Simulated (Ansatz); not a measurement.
Results of PBE0 in Ansatz (plane waves, PAW) for tetragonal perovskite BaTiO3 (room-temperature form, which distorts further on cooling).

Settings: plane-wave cutoff 500 eV, 6×6×6 k mesh, gaussian smearing 0.02 eV, no spin polarisation, scalar-relativistic PAW data made under PBE.

Cell (relaxed with r²SCAN):

```cif
data_BaO3Ti
_chemical_formula_sum 'Ba1 Ti1 O3'
_space_group_name_H-M_alt 'P4mm'
_space_group_IT_number 99
_space_group_name_Hall 'P 4 -2'
_cell_length_a 3.97218
_cell_length_b 3.97218
_cell_length_c 4.11256
_cell_angle_alpha 90.000
_cell_angle_beta 90.000
_cell_angle_gamma 90.000
loop_
_atom_site_label
_atom_site_type_symbol
_atom_site_symmetry_multiplicity
_atom_site_Wyckoff_symbol
_atom_site_fract_x
_atom_site_fract_y
_atom_site_fract_z
_atom_site_occupancy
Ba1 Ba 1 b 0.50000 0.50000 0.58501 1
Ti1 Ti 1 a 0.00000 0.00000 0.10309 1
O1 O 2 c 0.00000 0.50000 0.06295 1
O2 O 1 a 0.00000 0.00000 0.54600 1
```

Task: What does this level give for the band gap?

Result: 
* **band gap**: 4.06 eV (on the SCF k mesh)

Note: cell and atoms aren't relaxed at this level (largest force component 0.30 eV/Å, pressure -2.2 GPa).

Spin–orbit coupling is not included.

Computed values are for the static lattice.

Ansatz is a first-principles code.
